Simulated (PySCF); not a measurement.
Coordinates in bohr (charge 0 multiplicity 1):
```
C    -2.0613    0.0000    0.0000
S     0.9730    0.0000    0.0000
H    -3.1595    1.7400    0.0000
H    -3.1595   -1.7400    0.0000
```

Level of theory: PySCF, B3LYP, basis C def2-TZVP, S def2-TZVP, H def2-TZVP (no relativity, density fitting).

This geometry of H₂CS is a stationary point at this level.

(1) What is the point group?

(2) Is it a minimum?

(3) Give the atomic charges and bond orders.

(4) What is the atomisation energy, with and without zero-point energy?

## Answers

(1) C2v.

(2) Yes: all harmonic wavenumbers are real.

(3) 
```json
{"atom": "C1", "Mulliken": "-0.16", "Löwdin": "-0.51", "polar tensor": "0.17", "Mayer order to C1": "–"}
{"atom": "S2", "Mulliken": "-0.12", "Löwdin": "0.32", "polar tensor": "-0.22", "Mayer order to C1": "2.11"}
{"atom": "H3,4", "Mulliken": "0.14", "Löwdin": "0.10", "polar tensor": "0.02", "Mayer order to C1": "0.94"}
```

(4) 1349 kJ/mol without, 1284 kJ/mol with.

Other isomers or separated fragments may lie lower.
